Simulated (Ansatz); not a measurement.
**SF (Monosulfur monofluoride): a line through the functionals**

The species is SF (2 atoms), meant as a doublet with charge 0. As SMILES, `F[S]`. Geometry: relaxed at PBE0-D4/def2-TZVP.

The electronic atomisation energy y, in eV, basis cc-pVTZ; a is the functional's share of exact exchange. Programs: Ansatz 0.2.0.

| functional | program | a | y (eV) |
| --- | --- | --- | --- |
| U-revPBE | Ansatz | 0 | 3.75 |
| UPBE | Ansatz | 0 | 4.04 |
| UB3LYP | Ansatz | 0.2 | 3.62 |
| UPBE0 | Ansatz | 0.25 | 3.59 |
| U-r2SCAN0 | Ansatz | 0.25 | ? |
| UBHLYP | Ansatz | 0.5 | 3.10 |

Q: Fit y = c + s·a to the known rows and predict U-r2SCAN0.

A: 
1. Means of the 5 rows: a = 0.1900, y = 3.620.
2. Σ(Δa)² = 0.172, Σ(Δa·Δy) = -0.2675, so the slope is -0.2675/0.172 = -1.5552.
3. Intercept: 3.620 − (-1.5552) × 0.1900 = 3.915. The largest residual of the fit is 0.17.
4. U-r2SCAN0: 3.915 + (-1.5552) × 0.25 = 3.53 eV.

The run gave 3.33 eV, so the prediction is off by +0.20 eV, about the largest residual. The rows mix families of semi-local functionals, which the line can't see.
